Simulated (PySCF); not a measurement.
C₃H₄, SMILES C=C=C. Coordinates come from a PBE0-D3(BJ)/def2-TZVP optimisation.

Calculation: PBE0-D3(BJ)/def2-TZVP (PySCF).

Harmonic wavenumbers (cm⁻¹): 376, 376, 870, 870, 885, 1009, 1009, 1120, 1415, 1477, 2071, 3146, 3149, 3227, 3227. Rotational constants (GHz): 145.3, 8.986, 8.986; symmetry number 4.

Work out the zero-point energy and the ideal-gas rigid-rotor harmonic-oscillator thermochemistry at 298.15 K and 1 atm.

ZPE = ½ Σ hcν = ½ × 24226 cm⁻¹ = 144.91 kJ/mol. H − E(el) = 157.32 kJ/mol. Entropy in J/(mol K): translation 154.77, rotation 75.68, vibration 11.90, total 242.36. G − E(el) = 85.06 kJ/mol. Cp = 57.68 J/(mol K).
